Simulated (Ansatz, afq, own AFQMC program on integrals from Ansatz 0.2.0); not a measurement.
Where AFQMC and coupled cluster stand for N₂, triplet

```xyz
2

N     0.0000    0.0000    0.0000
N     0.0000    0.0000    1.0895
```

Basis 6-31G. Noble-gas cores (and the filled d shells of Ga–Kr and In–Xe) are frozen. Ansatz 0.2.0 and our own AFQMC program on the same integrals; the CISD trial comes from CCSD amplitudes, and released means the phaseless constraint is let go. ± is one standard error of the sampling.

Determinant: ROHF, the one that the program's search chose, which needn't be the lowest solution. The geometry is a PBE0/def2-TZVP stationary point of this or a neighbouring charge and spin state.

Full CI is exact in this basis; its frozen core comes from its own orbitals, which moves totals by up to a few meV.

Cautions: another spin lies lower (by 8.01 eV); the search met a lower determinant of the same kind, perhaps of another symmetry (1.04 eV lower), and this one is a saddle point; the CCSD(T) amplitudes may be one of several solutions (largest double 0.12); the CCSDT(Q) amplitudes may be one of several solutions (largest double 0.13); the CCSDTQ amplitudes may be one of several solutions (largest double 0.13); a state of other symmetry lies lower (by 30 meV); full CI with its own frozen core.

The T1 diagnostic is 0.0157. The weight of the determinant in the CISD state is 0.905 and the size of the correlated space is 10 electrons in 16 orbitals.

Reference: full CI, correlation energy -6.123 eV. The released energy is read at 2.40 1/Eh (meV from the phaseless value at times in 1/Eh: -25 ± 16 at 0.24, -37 ± 14 at 0.51, -73 ± 13 at 0.99, -61 ± 15 at 1.62, -46 ± 16 at 2.40). CCSDTQ lies 6.2 meV above full CI, in part by the other frozen core, which shifts every row alike, so rows that close can't be ranked against it.

```json
{"level": "HF", "E − E(reference) (kJ/mol)": "590.8", "share of correlation (%)": "0.00"}
{"level": "MP2", "E − E(reference) (kJ/mol)": "7.4", "share of correlation (%)": "98.75"}
{"level": "CCSD", "E − E(reference) (kJ/mol)": "26.2", "share of correlation (%)": "95.56"}
{"level": "CCSD(T)", "E − E(reference) (kJ/mol)": "5.7", "share of correlation (%)": "99.03"}
{"level": "CCSDT", "E − E(reference) (kJ/mol)": "5.3", "share of correlation (%)": "99.10"}
{"level": "CCSDT(Q)", "E − E(reference) (kJ/mol)": "0.1", "share of correlation (%)": "99.98"}
{"level": "CCSDTQ", "E − E(reference) (kJ/mol)": "0.6", "share of correlation (%)": "99.90"}
{"level": "ph-AFQMC/CISD", "E − E(reference) (kJ/mol)": "8.3 ± 0.9", "share of correlation (%)": "98.60"}
{"level": "released AFQMC", "E − E(reference) (kJ/mol)": "3.9 ± 1.6", "share of correlation (%)": "99.34"}
```

CCSDT and higher add their correlation energy to the determinant of the CCSD(T) run, since their own runs factorise the integrals more tightly (a shift of under 2 meV). A walk keeps the symmetry of its determinant, which the program's search chose and which needn't be the lowest solution, so a lower state of the same spin and another symmetry isn't excluded. Released energies are given only where the last usable release times agree within the noise; a slower fall can still hide under it.
